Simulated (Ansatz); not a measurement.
Saddle point of C₂H₃N, closed shell (C₂H₃N (CC#N) → C₂H₃N ([C][N][CH3]); bonds formed: C1–N3; bonds broken: C1–C2), PBE0-D4/def2-TZVP structure:

C1  (-0.260, 0.091, 0.285)
C2  (0.447, 0.067, -1.312)
N3  (1.161, -0.581, -0.618)
H4  (-0.274, 1.163, 0.448)
H5  (-1.233, -0.323, 0.045)
H6  (0.160, -0.416, 1.152)
(Å)

Energies are electronic, without zero-point energy. Barriers and step energies count from the start structure reached by relaxing down the imaginary mode; all methods use the PBE0-D4 structures, on which another method's saddle can fall below an end. Ansatz 0.2.0; basis: def2-TZVPP, with def2-QZVPP for the basis limit; cores frozen in the correlated methods. B3LYP uses VWN-RPA correlation. Extrapolation: Hartree–Fock as exp(−7.88 √X), correlation as X^−2.97.

| method | barrier (kJ/mol) | step energy (kJ/mol) |
| --- | --- | --- |
| SPW92 | 273.6 | 102.9 |
| PBE-D4 | 265.0 | 104.1 |
| BLYP-D4 | 264.2 | 99.8 |
| r2SCAN-D4 | 267.7 | 103.8 |
| B97M-V | 266.8 | 101.7 |
| PBE0-D4 | 269.3 | 100.7 |
| B3LYP-D4 | 269.7 | 97.8 |
| r2SCAN0-D4 | ? | 100.3 |
| BHLYP-D4 | 273.0 | 93.3 |
| CAM-B3LYP-D4 | 272.6 | 95.8 |
| wB97X-V | 263.3 | 95.9 |
| wB97M-V | ? | 94.4 |
| B2PLYP | 274.3 | 103.5 |
| PBE-QIDH | 276.3 | 104.2 |
| RPA on PBE | 255.0 | 95.4 |
| HF | ? | 82.9 |
| MP2 | 284.1 | 112.7 |
| CCSD | 272.9 | 100.1 |
| CCSD(T) | 268.2 | 101.4 |

Task: Fill in the withheld barriers. (Judge from chemistry; the value comes from the calculation.)

Result: The calculation gives: wB97M-V 256.0; r2SCAN0-D4 269.6; HF 268.4 kJ/mol. Each is the energy of the saddle less that of the start structure, by the same method.

For comparison, the barrier by CCSD(T) at an estimated basis limit (MP2 extrapolated from triple and quadruple zeta, plus CCSD(T) − MP2 in triple zeta) is 267.9 kJ/mol.

T1 diagnostic: at most 0.019.

Labels in which every atom is bracketed show which atoms are joined, not bond orders.

For scale, one of the runs: CCSD(T)/def2-TZVPP, 135 basis functions, launched by `ansatz run in.yaml --threads 2 --pin off --events-out ev --progress --plain --max-ram 4352MiB`. The run took 9.5 s on 2 CPU threads of an Arm Neoverse V1 (shared host), with 0.73 GiB of host memory at its peak.
